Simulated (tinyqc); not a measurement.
Worked calculation (part 1 of 2): coupled-perturbed Hartree-Fock on RHF in the sto-3g basis, for CH3+, spin multiplicity 1. Computed by tinyqc, a small Python program that keeps every step (integrals from PySCF). Settings: charge = 1, multiplicity = 1, basis = sto-3g, method = RHF, energy threshold = 1e-10, iteration cap = 73, orthogonalisation = symmetric, start = Wolfsberg-Helmholz matrix, DIIS depth = 6. Command: `OMP_NUM_THREADS=1 python tinyqc.py 24123 24124 out.jsonl` (the two numbers bound the seeds that draw the settings). One thread of a shared host (Intel(R) Xeon(R) Processor @ 2.60GHz), about 0.2 s of CPU time with the checks. The early iterations of the SCF are left out here.

## One-electron integrals

Geometry (angstrom):
```
atom          x          y         z
C      0.000000   0.000000  0.076000
H      1.033000   0.000000  0.000000
H     -0.517000   0.895000  0.000000
H     -0.517000  -0.895000  0.000000
```

Basis sto-3g: exponents (1/bohr^2) and contraction coefficients of normalised primitives:
```
element  l (shell)   exponent  coefficient
C            s (1)  71.616837     0.154329
C            s (1)  13.045096     0.535328
C            s (1)   3.530512     0.444635
C            s (2)   2.941249    -0.099967
C            s (2)   0.683483     0.399513
C            s (2)   0.222290     0.700115
C            p (3)   2.941249     0.155916
C            p (3)   0.683483     0.607684
C            p (3)   0.222290     0.391957
H            s (1)   3.425251     0.154329
H            s (1)   0.623914     0.535328
H            s (1)   0.168855     0.444635
```

Overlap, kinetic and nuclear-attraction integrals over the contracted functions; the nuclear repulsion is the sum of Za Zb / Rab.

nuclear repulsion = 10.07949046 hartree

overlap S:
```
           1C 1s     1C 2s     1C 2px     1C 2py     1C 2pz      2H 1s      3H 1s      4H 1s
1C 1s   1.000000  0.248362   0.000000   0.000000   0.000000   0.070676   0.070579   0.070579
1C 2s   0.248362  1.000000   0.000000   0.000000   0.000000   0.522351   0.522002   0.522002
1C 2px  0.000000  0.000000   1.000000   0.000000   0.000000   0.483846  -0.241926  -0.241926
1C 2py  0.000000  0.000000   0.000000   1.000000   0.000000   0.000000   0.418808  -0.418808
1C 2pz  0.000000  0.000000   0.000000   0.000000   1.000000  -0.035598  -0.035564  -0.035564
2H 1s   0.070676  0.522351   0.483846   0.000000  -0.035598   1.000000   0.166700   0.166700
3H 1s   0.070579  0.522002  -0.241926   0.418808  -0.035564   0.166700   1.000000   0.166659
4H 1s   0.070579  0.522002  -0.241926  -0.418808  -0.035564   0.166700   0.166659   1.000000
```

kinetic energy T (hartree):
```
            1C 1s      1C 2s     1C 2px     1C 2py     1C 2pz      2H 1s      3H 1s      4H 1s
1C 1s   15.891122  -0.085890   0.000000   0.000000   0.000000  -0.007964  -0.007999  -0.007999
1C 2s   -0.085890   0.472250   0.000000   0.000000   0.000000   0.125441   0.125229   0.125229
1C 2px   0.000000   0.000000   1.477728   0.000000   0.000000   0.294725  -0.147229  -0.147229
1C 2py   0.000000   0.000000   0.000000   1.477728   0.000000   0.000000   0.254875  -0.254875
1C 2pz   0.000000   0.000000   0.000000   0.000000   1.477728  -0.021684  -0.021643  -0.021643
2H 1s   -0.007964   0.125441   0.294725   0.000000  -0.021684   0.760032  -0.005872  -0.005872
3H 1s   -0.007999   0.125229  -0.147229   0.254875  -0.021643  -0.005872   0.760032  -0.005877
4H 1s   -0.007999   0.125229  -0.147229  -0.254875  -0.021643  -0.005872  -0.005877   0.760032
```

nuclear attraction V (hartree):
```
             1C 1s      1C 2s     1C 2px     1C 2py     1C 2pz      2H 1s      3H 1s      4H 1s
1C 1s   -35.184832  -4.572743  -0.000014   0.000000   0.004124  -1.328543  -1.326668  -1.326668
1C 2s    -4.572743  -6.667125  -0.000070   0.000000   0.040866  -3.007122  -3.004546  -3.004546
1C 2px   -0.000014  -0.000070  -6.694421   0.000000   0.000012  -2.587357   1.293399   1.293399
1C 2py    0.000000   0.000000   0.000000  -6.694174   0.000000   0.000000  -2.239046   2.239046
1C 2pz    0.004124   0.040866   0.000012   0.000000  -6.488355   0.200999   0.200765   0.200765
2H 1s    -1.328543  -3.007122  -2.587357   0.000000   0.200999  -4.800795  -0.888261  -0.888261
3H 1s    -1.326668  -3.004546   1.293399  -2.239046   0.200765  -0.888261  -4.799257  -0.887855
4H 1s    -1.326668  -3.004546   1.293399   2.239046   0.200765  -0.888261  -0.887855  -4.799257
```

core Hamiltonian H = T + V (hartree):
```
             1C 1s      1C 2s     1C 2px     1C 2py     1C 2pz      2H 1s      3H 1s      4H 1s
1C 1s   -19.293711  -4.658633  -0.000014   0.000000   0.004124  -1.336506  -1.334667  -1.334667
1C 2s    -4.658633  -6.194875  -0.000070   0.000000   0.040866  -2.881680  -2.879317  -2.879317
1C 2px   -0.000014  -0.000070  -5.216693   0.000000   0.000012  -2.292632   1.146169   1.146169
1C 2py    0.000000   0.000000   0.000000  -5.216446   0.000000   0.000000  -1.984171   1.984171
1C 2pz    0.004124   0.040866   0.000012   0.000000  -5.010627   0.179315   0.179122   0.179122
2H 1s    -1.336506  -2.881680  -2.292632   0.000000   0.179315  -4.040763  -0.894133  -0.894133
3H 1s    -1.334667  -2.879317   1.146169  -1.984171   0.179122  -0.894133  -4.039225  -0.893732
4H 1s    -1.334667  -2.879317   1.146169   1.984171   0.179122  -0.894133  -0.893732  -4.039225
```

## Two-electron integrals

Functions are numbered as in S; the eight-fold symmetry (ij|kl) = (ji|kl) = (kl|ij) leaves the list below.

Two-electron integrals (ij|kl) in chemists' order, unique and non-zero (hartree):
```
(11|11) 3.541948    (21|11) 0.576921    (21|21) 0.111888    (22|11) 0.854682
(22|21) 0.205284    (22|22) 0.624709    (31|31) 0.020296    (32|31) 0.030858
(32|32) 0.137996    (33|11) 0.852436    (33|21) 0.205335    (33|22) 0.624568
(33|33) 0.672833    (41|41) 0.020296    (42|41) 0.030858    (42|42) 0.137996
(43|43) 0.036269    (44|11) 0.852436    (44|21) 0.205335    (44|22) 0.624568
(44|33) 0.600295    (44|44) 0.672833    (51|51) 0.020296    (52|51) 0.030858
(52|52) 0.137996    (53|53) 0.036269    (54|54) 0.036269    (55|11) 0.852436
(55|21) 0.205335    (55|22) 0.624568    (55|33) 0.600295    (55|44) 0.600295
(55|55) 0.672833    (61|11) 0.165912    (61|21) 0.031942    (61|22) 0.058362
(61|31) 0.001965    (61|32) 0.003620    (61|33) 0.058774    (61|44) 0.058163
(61|51) -0.000145   (61|52) -0.000266   (61|53) -0.000045   (61|55) 0.058166
(61|61) 0.009328    (62|11) 0.361450    (62|21) 0.087796    (62|22) 0.289759
(62|31) 0.008315    (62|32) 0.054884    (62|33) 0.302550    (62|44) 0.283182
(62|51) -0.000612   (62|52) -0.004038   (62|53) -0.001425   (62|55) 0.283287
(62|61) 0.026068    (62|62) 0.169812    (63|11) 0.293294    (63|21) 0.072224
(63|22) 0.252786    (63|31) 0.015389    (63|32) 0.092860    (63|33) 0.278101
(63|44) 0.239953    (63|51) -0.000443   (63|52) -0.003302   (63|53) -0.001995
(63|55) 0.240040    (63|61) 0.022560    (63|62) 0.176292    (63|63) 0.201860
(64|41) 0.009371    (64|42) 0.047984    (64|43) 0.011036    (64|54) -0.000812
(64|64) 0.022117    (65|11) -0.021578   (65|21) -0.005314   (65|22) -0.018598
(65|31) -0.000443   (65|32) -0.003302   (65|33) -0.018837   (65|44) -0.017654
(65|51) 0.009404    (65|52) 0.048227    (65|53) 0.011123    (65|55) -0.019284
(65|61) -0.001660   (65|62) -0.012970   (65|63) -0.013224   (65|65) 0.023090
(66|11) 0.496299    (66|21) 0.122629    (66|22) 0.456359    (66|31) 0.015615
(66|32) 0.134271    (66|33) 0.504141    (66|44) 0.432032    (66|51) -0.001149
(66|52) -0.009879   (66|53) -0.005305   (66|55) 0.432423    (66|61) 0.037071
(66|62) 0.327021    (66|63) 0.376605    (66|65) -0.027708   (66|66) 0.774606
(71|11) 0.165679    (71|21) 0.031898    (71|22) 0.058281    (71|31) -0.000982
(71|32) -0.001808   (71|33) 0.058235    (71|41) 0.001699    (71|42) 0.003131
(71|43) -0.000264   (71|44) 0.058540    (71|51) -0.000144   (71|52) -0.000266
(71|53) 0.000022    (71|54) -0.000039   (71|55) 0.058086    (71|61) 0.009011
(71|62) 0.024420    (71|63) 0.019571    (71|64) 0.000908    (71|65) -0.001556
(71|66) 0.033848    (71|71) 0.009302    (72|11) 0.361126    (72|21) 0.087718
(72|22) 0.289524    (72|31) -0.004156   (72|32) -0.027436   (72|33) 0.287794
(72|41) 0.007194    (72|42) 0.047495    (72|43) -0.008385   (72|44) 0.297466
(72|51) -0.000611   (72|52) -0.004033   (72|53) 0.000712    (72|54) -0.001233
(72|55) 0.283055    (72|61) 0.024432    (72|62) 0.125074    (72|63) 0.100750
(72|64) 0.014722    (72|65) -0.009288   (72|66) 0.191339    (72|71) 0.026009
(72|72) 0.169568    (73|11) -0.146611   (73|21) -0.036104   (73|22) -0.126372
(73|31) 0.010865    (73|32) 0.059160    (73|33) -0.133000   (73|41) -0.002605
(73|42) -0.019429   (73|43) 0.013031    (73|44) -0.125985   (73|51) 0.000221
(73|52) 0.001650    (73|53) -0.001107   (73|54) 0.000512    (73|55) -0.120001
(73|61) -0.009010   (73|62) -0.037667   (73|63) -0.016053   (73|64) -0.003330
(73|65) 0.002733    (73|66) -0.044458   (73|71) -0.011261   (73|72) -0.088076
(73|73) 0.067007    (74|11) 0.253805    (74|21) 0.062500    (74|22) 0.218768
(74|31) -0.002605   (74|32) -0.019429   (74|33) 0.211145    (74|41) 0.013870
(74|42) 0.081571    (74|43) -0.011543   (74|44) 0.237195    (74|51) -0.000383
(74|52) -0.002856   (74|53) 0.000512    (74|54) -0.001697   (74|55) 0.207738
(74|61) 0.017414    (74|62) 0.094629    (74|63) 0.075565    (74|64) 0.025682
(74|65) -0.006878   (74|66) 0.144651    (74|71) 0.019495    (74|72) 0.152471
(74|73) -0.077777   (74|74) 0.156723    (75|11) -0.021552   (75|21) -0.005307
(75|22) -0.018577   (75|31) 0.000221    (75|32) 0.001650    (75|33) -0.017930
(75|41) -0.000383   (75|42) -0.002856   (75|43) 0.000512    (75|44) -0.018520
(75|51) 0.009393    (75|52) 0.048179    (75|53) -0.005559   (75|54) 0.009624
(75|55) -0.019262   (75|61) -0.001556   (75|62) -0.009286   (75|63) -0.007319
(75|64) -0.001074   (75|65) 0.016007    (75|66) -0.015160   (75|71) -0.001655
(75|72) -0.012947   (75|73) 0.006605    (75|74) -0.011433   (75|75) 0.023050
(76|11) 0.105387    (76|21) 0.025649    (76|22) 0.087040    (76|31) 0.001019
(76|32) 0.007046    (76|33) 0.087804    (76|41) 0.001766    (76|42) 0.012215
(76|43) 0.000423    (76|44) 0.088295    (76|51) -0.000300   (76|52) -0.002075
(76|53) -0.000270   (76|54) -0.000468   (76|55) 0.084943    (76|61) 0.007428
(76|62) 0.045896    (76|63) 0.043963    (76|64) 0.004861    (76|65) -0.003854
(76|66) 0.082532    (76|71) 0.007418    (76|72) 0.045867    (76|73) -0.017779
(76|74) 0.040485    (76|75) -0.003850   (76|76) 0.014864    (77|11) 0.496049
(77|21) 0.122569    (77|22) 0.456194    (77|31) -0.007805   (77|32) -0.067137
(77|33) 0.449910    (77|41) 0.013511    (77|42) 0.116223    (77|43) -0.031222
(77|44) 0.485925    (77|51) -0.001147   (77|52) -0.009869   (77|53) 0.002651
(77|54) -0.004590   (77|55) 0.432264    (77|61) 0.033879    (77|62) 0.191429
(77|63) 0.147516    (77|64) 0.033878    (77|65) -0.015170   (77|66) 0.293509
(77|71) 0.037001    (77|72) 0.326752    (77|73) -0.188263   (77|74) 0.325910
(77|75) -0.027675   (77|76) 0.082532    (77|77) 0.774606    (81|11) 0.165679
(81|21) 0.031898    (81|22) 0.058281    (81|31) -0.000982   (81|32) -0.001808
(81|33) 0.058235    (81|41) -0.001699   (81|42) -0.003131   (81|43) 0.000264
(81|44) 0.058540    (81|51) -0.000144   (81|52) -0.000266   (81|53) 0.000022
(81|54) 0.000039    (81|55) 0.058086    (81|61) 0.009011    (81|62) 0.024420
(81|63) 0.019571    (81|64) -0.000908   (81|65) -0.001556   (81|66) 0.033848
(81|71) 0.008998    (81|72) 0.024399    (81|73) -0.010570   (81|74) 0.016483
(81|75) -0.001554   (81|76) 0.007043    (81|77) 0.033833    (81|81) 0.009302
(82|11) 0.361126    (82|21) 0.087718    (82|22) 0.289524    (82|31) -0.004156
(82|32) -0.027436   (82|33) 0.287794    (82|41) -0.007194   (82|42) -0.047495
(82|43) 0.008385    (82|44) 0.297466    (82|51) -0.000611   (82|52) -0.004033
(82|53) 0.000712    (82|54) 0.001233    (82|55) 0.283055    (82|61) 0.024432
(82|62) 0.125074    (82|63) 0.100750    (82|64) -0.014722   (82|65) -0.009288
(82|66) 0.191339    (82|71) 0.024399    (82|72) 0.124984    (82|73) -0.063121
(82|74) 0.079851    (82|75) -0.009279   (82|76) 0.035818    (82|77) 0.191302
(82|81) 0.026009    (82|82) 0.169568    (83|11) -0.146611   (83|21) -0.036104
(83|22) -0.126372   (83|31) 0.010865    (83|32) 0.059160    (83|33) -0.133000
(83|41) 0.002605    (83|42) 0.019429    (83|43) -0.013031   (83|44) -0.125985
(83|51) 0.000221    (83|52) 0.001650    (83|53) -0.001107   (83|54) -0.000512
(83|55) -0.120001   (83|61) -0.009010   (83|62) -0.037667   (83|63) -0.016053
(83|64) 0.003330    (83|65) 0.002733    (83|66) -0.044458   (83|71) -0.010570
(83|72) -0.063121   (83|73) 0.046536    (83|74) -0.039445   (83|75) 0.004589
(83|76) -0.013714   (83|77) -0.103099   (83|81) -0.011261   (83|82) -0.088076
(83|83) 0.067007    (84|11) -0.253805   (84|21) -0.062500   (84|22) -0.218768
(84|31) 0.002605    (84|32) 0.019429    (84|33) -0.211145   (84|41) 0.013870
(84|42) 0.081571    (84|43) -0.011543   (84|44) -0.237195   (84|51) 0.000383
(84|52) 0.002856    (84|53) -0.000512   (84|54) -0.001697   (84|55) -0.207738
(84|61) -0.017414   (84|62) -0.094629   (84|63) -0.075565   (84|64) 0.025682
(84|65) 0.006878    (84|66) -0.144651   (84|71) -0.016483   (84|72) -0.079851
(84|73) 0.039445    (84|74) -0.036868   (84|75) 0.005798    (84|76) -0.023735
(84|77) -0.110769   (84|81) -0.019495   (84|82) -0.152471   (84|83) 0.077777
(84|84) 0.156723    (85|11) -0.021552   (85|21) -0.005307   (85|22) -0.018577
(85|31) 0.000221    (85|32) 0.001650    (85|33) -0.017930   (85|41) 0.000383
(85|42) 0.002856    (85|43) -0.000512   (85|44) -0.018520   (85|51) 0.009393
(85|52) 0.048179    (85|53) -0.005559   (85|54) -0.009624   (85|55) -0.019262
(85|61) -0.001556   (85|62) -0.009286   (85|63) -0.007319   (85|64) 0.001074
(85|65) 0.016007    (85|66) -0.015160   (85|71) -0.001554   (85|72) -0.009279
(85|73) 0.004589    (85|74) -0.005798   (85|75) 0.015993    (85|76) -0.002921
(85|77) -0.015156   (85|81) -0.001655   (85|82) -0.012947   (85|83) 0.006605
(85|84) 0.011433    (85|85) 0.023050    (86|11) 0.105387    (86|21) 0.025649
(86|22) 0.087040    (86|31) 0.001019    (86|32) 0.007046    (86|33) 0.087804
(86|41) -0.001766   (86|42) -0.012215   (86|43) -0.000423   (86|44) 0.088295
(86|51) -0.000300   (86|52) -0.002075   (86|53) -0.000270   (86|54) 0.000468
(86|55) 0.084943    (86|61) 0.007428    (86|62) 0.045896    (86|63) 0.043963
(86|64) -0.004861   (86|65) -0.003854   (86|66) 0.082532    (86|71) 0.007043
(86|72) 0.035818    (86|73) -0.013714   (86|74) 0.023735    (86|75) -0.002921
(86|76) 0.012081    (86|77) 0.053893    (86|81) 0.007418    (86|82) 0.045867
(86|83) -0.017779   (86|84) -0.040485   (86|85) -0.003850   (86|86) 0.014864
(87|11) 0.105332    (87|21) 0.025636    (87|22) 0.087005    (87|31) -0.002039
(87|32) -0.014105   (87|33) 0.088505    (87|44) 0.087522    (87|51) -0.000300
(87|52) -0.002073   (87|53) 0.000541    (87|55) 0.084907    (87|61) 0.007049
(87|62) 0.035830    (87|63) 0.027410    (87|65) -0.002923   (87|66) 0.053883
(87|71) 0.007415    (87|72) 0.045851    (87|73) -0.026183   (87|74) 0.035615
(87|75) -0.003849   (87|76) 0.012079    (87|77) 0.082508    (87|81) 0.007415
(87|82) 0.045851    (87|83) -0.026183   (87|84) -0.035615   (87|85) -0.003849
(87|86) 0.012079    (87|87) 0.014856    (88|11) 0.496049    (88|21) 0.122569
(88|22) 0.456194    (88|31) -0.007805   (88|32) -0.067137   (88|33) 0.449910
(88|41) -0.013511   (88|42) -0.116223   (88|43) 0.031222    (88|44) 0.485925
(88|51) -0.001147   (88|52) -0.009869   (88|53) 0.002651    (88|54) 0.004590
(88|55) 0.432264    (88|61) 0.033879    (88|62) 0.191429    (88|63) 0.147516
(88|64) -0.033878   (88|65) -0.015170   (88|66) 0.293509    (88|71) 0.033833
(88|72) 0.191302    (88|73) -0.103099   (88|74) 0.110769    (88|75) -0.015156
(88|76) 0.053893    (88|77) 0.293484    (88|81) 0.037001    (88|82) 0.326752
(88|83) -0.188263   (88|84) -0.325910   (88|85) -0.027675   (88|86) 0.082532
(88|87) 0.082508    (88|88) 0.774606
```

## Orthogonalisation

S = U s U^T; symmetric (Loewdin) form X = U s^(-1/2) U^T, so that X^T S X = 1.

eigenvalues of S: 0.228004  0.318218  0.318553  0.955078  1.005901  1.514788  1.515068  2.144390

X:
```
            1C 1s      1C 2s     1C 2px     1C 2py     1C 2pz      2H 1s      3H 1s      4H 1s
1C 1s    1.028631  -0.171280  -0.000004   0.000000   0.002796   0.026188   0.026187   0.026187
1C 2s   -0.171280   1.523312   0.000215   0.000000  -0.033327  -0.386697  -0.386173  -0.386173
1C 2px  -0.000004   0.000215   1.225687   0.000000  -0.000018  -0.388285   0.194033   0.194033
1C 2py   0.000000   0.000000   0.000000   1.225317   0.000000   0.000000  -0.335848   0.335848
1C 2pz   0.002796  -0.033327  -0.000018   0.000000   1.002226   0.025910   0.025866   0.025866
2H 1s    0.026188  -0.386697  -0.388285   0.000000   0.025910   1.320954  -0.038666  -0.038666
3H 1s    0.026187  -0.386173   0.194033  -0.335848   0.025866  -0.038666   1.320368  -0.038595
4H 1s    0.026187  -0.386173   0.194033   0.335848   0.025866  -0.038666  -0.038595   1.320368
```

## Starting guess

The start is the generalised Wolfsberg-Helmholz matrix (K = 1.75) built on H; D = 2 C_occ C_occ^T.

D at the start:
```
            1C 1s      1C 2s     1C 2px     1C 2py     1C 2pz      2H 1s      3H 1s      4H 1s
1C 1s    2.042204  -0.113639   0.000022   0.000000   0.011233  -0.153012  -0.152896  -0.152896
1C 2s   -0.113639   0.658546  -0.000193   0.000000  -0.034914   0.286307   0.286148   0.286148
1C 2px   0.000022  -0.000193   0.997599   0.000000  -0.000006   0.486299  -0.243270  -0.243270
1C 2py   0.000000   0.000000   0.000000   0.998076   0.000000   0.000000   0.421220  -0.421220
1C 2pz   0.011233  -0.034914  -0.000006   0.000000   0.001864  -0.015454  -0.015433  -0.015433
2H 1s   -0.153012   0.286307   0.486299   0.000000  -0.015454   0.366918   0.011141   0.011141
3H 1s   -0.152896   0.286148  -0.243270   0.421220  -0.015433   0.011141   0.366683   0.011147
4H 1s   -0.152896   0.286148  -0.243270  -0.421220  -0.015433   0.011141   0.011147   0.366683
```
